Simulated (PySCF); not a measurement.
**[PO2]+ (SMILES O=[P+]=O) at r2SCAN/STO-6G**

What is the vertical ionisation energy of [PO2]+ at r2SCAN/STO-6G? 

The calculation is run with PySCF 2.14.0.

10 further runs of the same task are left out: 1 that didn't finish, 9 set aside as unsound or not needed.

### Step 1. The system as given

The species is [PO2]+ (3 atoms), meant as a singlet with charge +1. SMILES: `O=[P+]=O`. Geometry: relaxed at GFN2-xTB.

Bond lengths: O1–P2 1.407 Å, P2–O3 1.408 Å. Angles: O1–P2–O3 179.9°.

### Step 2. The energy at r2SCAN/STO-6G

job.py

```python
from pyscf import gto, dft

mol = gto.Mole()
mol.atom = 'O 0.792290 1.025900 0.548180; P 0.000230 -0.000210 0.000340; O -0.792520 -1.025690 -0.548520'
mol.verbose = 4
mol.max_memory = 1860
mol.basis = 'sto-6g'
mol.charge = 1
mol.build()

mf = dft.RKS(mol, xc='r2scan')
mf.grids.level = 5
mf.conv_tol = 1e-10
mf.kernel()
if not mf.converged:
    mf = mf.newton().run(mf.mo_coeff, mf.mo_occ)

e_final = mf.e_tot
print(f'total energy: {e_final:.8f} hartree')
```

On the command line:

```console
$ OMP_NUM_THREADS=1 python job.py
```

Output:

```text
PySCF version 2.14.0

[INPUT] num. atoms = 3
[INPUT] num. electrons = 30
[INPUT] charge = 1
[INPUT] spin (= nelec alpha-beta = 2S) = 0
[INPUT] symmetry False subgroup None
[INPUT] Mole.unit = angstrom
[INPUT] Symbol           X                Y                Z      unit          X                Y                Z       unit  Magmom
[INPUT]  1 O      0.792290000000   1.025900000000   0.548180000000 AA    1.497211111232   1.938670031191   1.035910066964 Bohr   0.0
[INPUT]  2 P      0.000230000000  -0.000210000000   0.000340000000 AA    0.000434637009  -0.000396842486   0.000642506882 Bohr   0.0
[INPUT]  3 O     -0.792520000000  -1.025690000000  -0.548520000000 AA   -1.497645748240  -1.938273188705  -1.036552573846 Bohr   0.0

nuclear repulsion = 102.269077003964
number of shells = 11
number of NR pGTOs = 114
number of NR cGTOs = 19
basis = sto-6g
ecp = {}

******** <class 'pyscf.dft.rks.RKS'> ********
method = RKS
initial guess = minao
damping factor = 0
level_shift factor = 0
DIIS = <class 'pyscf.scf.diis.CDIIS'>
diis_start_cycle = 1
diis_space = 8
diis_damp = 0
SCF conv_tol = 1e-10
SCF conv_tol_grad = None
SCF max_cycles = 50
direct_scf = True
direct_scf_tol = 1e-13
XC library pyscf.dft.libxc version 7.0.0
    S. Lehtola, C. Steigemann, M. J.T. Oliveira, and M. A.L. Marques.,  SoftwareX 7, 1–5 (2018)
XC functionals = r2scan
    J. W. Furness, A. D. Kaplan, J. Ning, J. P. Perdew, and J. Sun.,  J. Phys. Chem. Lett. 11, 8208-8215 (2020)
    J. W. Furness, A. D. Kaplan, J. Ning, J. P. Perdew, and J. Sun.,  J. Phys. Chem. Lett. 11, 9248-9248 (2020)
    J. W. Furness, A. D. Kaplan, J. Ning, J. P. Perdew, and J. Sun.,  J. Phys. Chem. Lett. 11, 8208-8215 (2020)
    J. W. Furness, A. D. Kaplan, J. Ning, J. P. Perdew, and J. Sun.,  J. Phys. Chem. Lett. 11, 9248-9248 (2020)
radial grids:
    Treutler-Ahlrichs [JCP 102, 346 (1995); DOI:10.1063/1.469408] (M4) radial grids

becke partition: Becke, JCP 88, 2547 (1988); DOI:10.1063/1.454033
pruning grids: <function nwchem_prune>
grids dens level: 5
symmetrized grids: False
atomic radii adjust function: <function treutler_atomic_radii_adjust>
small_rho_cutoff = 0
Set gradient conv threshold to 1e-05
Initial guess from minao.
tot grids = 129544
init E= -490.494715839095
  HOMO = -0.405530614329359  LUMO = -0.122427294191519  gap/eV = 7.70363
cycle= 1 E= -489.013499051186  delta_E= 1.48  |g|= 1.07  |ddm|= 3.03
  HOMO = -0.32937684161389  LUMO = -0.227753499868779  gap/eV = 2.76531
cycle= 2 E= -488.197458114032  delta_E= 0.816  |g|= 1.63  |ddm|= 4.42
  HOMO = -0.553118795517159  LUMO = -0.363508519264388  gap/eV = 5.15956
cycle= 3 E= -489.445684475878  delta_E= -1.25  |g|= 0.187  |ddm|= 3.23
  HOMO = -0.554326703176513  LUMO = -0.377689387324003  gap/eV = 4.80655
cycle= 4 E= -489.457102143397  delta_E= -0.0114  |g|= 0.0578  |ddm|= 0.244
  HOMO = -0.553778001969759  LUMO = -0.377560097731098  gap/eV = 4.79513
cycle= 5 E= -489.456823535524  delta_E= 0.000279  |g|= 0.0671  |ddm|= 0.113
  HOMO = -0.552476979594599  LUMO = -0.377045867255375  gap/eV = 4.77372
cycle= 6 E= -489.458024353118  delta_E= -0.0012  |g|= 0.00387  |ddm|= 0.0654
  HOMO = -0.552146023927741  LUMO = -0.37686616808808  gap/eV = 4.76961
cycle= 7 E= -489.458029243007  delta_E= -4.89e-06  |g|= 0.00053  |ddm|= 0.0048
  HOMO = -0.552104046610824  LUMO = -0.376853424363202  gap/eV = 4.76881
cycle= 8 E= -489.458029335687  delta_E= -9.27e-08  |g|= 3.61e-05  |ddm|= 0.000658
  HOMO = -0.552101854660134  LUMO = -0.376852970132384  gap/eV = 4.76877
cycle= 9 E= -489.458029336133  delta_E= -4.46e-10  |g|= 9.53e-07  |ddm|= 5.82e-05
  HOMO = -0.552101925447745  LUMO = -0.376852984318969  gap/eV = 4.76877
cycle= 10 E= -489.458029336133  delta_E= 2.27e-13  |g|= 2.19e-08  |ddm|= 1.24e-06
  HOMO = -0.552101929602541  LUMO = -0.376852984447466  gap/eV = 4.76877
Extra cycle  E= -489.458029336132  delta_E= 2.27e-13  |g|= 4.49e-08  |ddm|= 9.96e-08
converged SCF energy = -489.458029336132
total energy: -489.45802934 hartree
```

It took 3.9 s on 1 thread of Arm Neoverse V2, shared host; peak memory 0.2 GiB.

### Step 3. Doublet [PO2]2+, same level

calc.py

```python
from pyscf import gto, dft

mol = gto.M(
    atom='''
O      1.497211     1.938670     1.035910
P      0.000435    -0.000397     0.000643
O     -1.497646    -1.938273    -1.036553
''',
    unit='bohr',
    spin=1,
    verbose=3,
    max_memory=1860,
    charge=2,
    basis='sto-6g',
)

mf = dft.UKS(mol)
mf.xc = 'r2scan'
mf.grids.level = 5
mf.conv_tol = 1e-10
mf.kernel()
if not mf.converged:
    mf = mf.newton().run(mf.mo_coeff, mf.mo_occ)

e_tot = mf.e_tot
print('E(%s) = %.9f' % ('R2SCAN', e_tot))
```

On the command line:

```console
$ OMP_NUM_THREADS=1 python calc.py
```

Output:

```text
WARN: HOMO -0.405530609055275 >= LUMO -0.405530609055274

converged SCF energy = -488.722715893931  <S^2> = 0.80039308  2S+1 = 2.0497737
E(R2SCAN) = -488.722715894
```

Run time: 11 s. Hardware: 1 thread of Arm Neoverse V2, shared host; peak memory 0.21 GiB.

### Step 4. Outcome

Level: r2SCAN/STO-6G.

| quantity | value |
| --- | --- |
| singlet [PO2]+: total energy | -489.45803 Eh |
| singlet [PO2]+: HOMO energy | -15.02 eV |
| singlet [PO2]+: LUMO energy | -10.25 eV |
| singlet [PO2]+: HOMO–LUMO gap | 4.77 eV |
| doublet [PO2]2+: total energy | -488.72272 Eh |
| doublet [PO2]2+: HOMO energy (highest over α and β) | -25.87 eV |
| doublet [PO2]2+: LUMO energy (lowest over α and β) | -24.72 eV |
| doublet [PO2]2+: ⟨S²⟩ | 0.800 |
| vertical ionisation energy (to the doublet dication) | 20.009 eV |

The vertical ionisation energy comes to 20.01 eV (1931 kJ/mol). The negative HOMO energy of the first species, 15.02 eV, lies 4.99 eV below that difference. In a minimal basis such a difference can be off by several eV, whatever the method. Mulliken charges (doublet [PO2]2+) run from +0.12 on O1 to +1.76 on P2.
